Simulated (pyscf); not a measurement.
Four-centre exchange: H₃C–CH₂–ZnH (SMILES C[CH2][ZnH]) + H₂S (SMILES S) → H₃C–CH₃ (SMILES CC) + HS–ZnH (SMILES [SH][ZnH])

Gas phase, singlet surface, charge 0. Bonds broken: C2–Zn3, S10–H11. Bonds formed: C2–H11, Zn3–S10. PySCF, gas phase, ωB97X-D3(BJ)/def2-SVP geometries.

Transition state (Å):

```xyz
12

C     -1.9040     1.0313    -0.6460
C     -0.4971     0.8761    -0.0548
Zn    -0.1774    -1.2153     0.0995
H     -2.0720     0.3465    -1.4950
H     -2.6783     0.8059     0.1086
H     -2.1027     2.0521    -1.0140
H     -0.3020     1.6788     0.6784
H      0.2859     1.0191    -0.8225
H      0.2369    -2.4513    -0.7253
S     -0.9302    -0.9248     2.4631
H     -0.6215     0.1151     1.2823
H      0.3436    -0.8955     2.9051
```

One imaginary mode, 1280i cm⁻¹; descent along it reached the two sides named, in the forms told below.

| bond | change | reactant side (Å) | saddle | product side |
|---|---|---|---|---|
| C2–Zn3 | breaks | 1.968 | 2.121 | 3.0 |
| S10–H11 | breaks | 1.347 | 1.603 | 3.1 |
| C2–H11 | forms | 3.4 | 1.543 | 1.103 |
| Zn3–S10 | forms | 2.8 | 2.498 | 2.186 |

Electronic energies relative to the separated reactants (kJ/mol):

```tsv
level	barrier	reaction energy	reverse barrier
ωB97X-D3(BJ)/def2-TZVP	63.8	-139.4	203.1
PBE/def2-TZVP	54.2	-130.8	184.9
r²SCAN/def2-TZVP	48.3	-136.9	185.2
B3LYP-D3(BJ)/def2-TZVP	69.4	-133.6	203.0
PBE0-D3(BJ)/def2-TZVP	52.5	-135.5	188.0
M06-2X/def2-TZVP	58.0	-142.6	200.6
ωB97M-D3(BJ)/def2-TZVP	75.1	-132.6	207.7
HF/def2-TZVP	135.0	-156.0	291.0
```

With ωB97M-D3(BJ)/def2-TZVP energies and thermal terms (ideal gas, 1 atm, RRHO with modes under 100 cm⁻¹ raised to 100, one conformer, R ln 2 for chiral ones without a mode under 150 cm⁻¹), in kJ/mol:

```tsv
T (K)	ΔH‡	ΔG‡	ΔH	ΔG
298	71.1	114.8	-124.2	-122.3
600	73.3	158.4	-125.6	-119.8
900	76.6	200.2	-126.8	-116.6
1200	79.9	240.9	-127.7	-113.0
```

On the reactant side the descent ends in a complex, 28.0 kJ/mol under the separated species and 91.8 kJ/mol under the saddle at ωB97X-D3(BJ)/def2-TZVP. One saddle was located; it need not be the lowest between these sides. Elements up to Kr have no core potential and no relativistic terms here.
